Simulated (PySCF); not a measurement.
Molecule: `O(C)CC(C)C`, C$_{5}$H$_{12}$O.

Bonds (- single, = double, # triple, : aromatic): C1-O2, O2-C3, C3-C4, C4-C5, C4-C6. C1 carries H7, H8, H9; C3 carries H10, H11; C4 carries H12; C5 carries H13, H14, H15; C6 carries H16, H17, H18.

Geometry PBE0-D3(BJ)/def2-SVP throughout; GIAO in PySCF 2.14, gas phase, one conformer, non-relativistic; equivalent atoms averaged; functional PBE0.

For orientation, aug-cc-pVDZ gives these absolute shieldings σ: C3 117.3, C1 139.4, C4 162.1, C5/C6 175.6, O2 313.4, H7/H8/H9 28.01, H10/H11 28.42, H12 29.57, H13/H14/H15/H16/H17/H18 30.46 ppm.

A run gave: C3 106.5, C1 128.5, C4 154.7, C5/C6 167.0, O2 304.8, H7/H8/H9 28.22, H10/H11 28.59, H12 29.73, H13/H14/H15/H16/H17/H18 30.67 ppm (absolute shieldings σ).

Task: Which basis set was used in that run?
A. 6-31G
B. 6-311+G(2d,p)
C. pcSseg-1
D. def2-SVP

Result: B. C1 tells them apart best: 6-311+G(2d,p) gives 128.5, pcSseg-1 gives 125.1, def2-SVP gives 137.4, 6-31G gives 143.0 ppm.
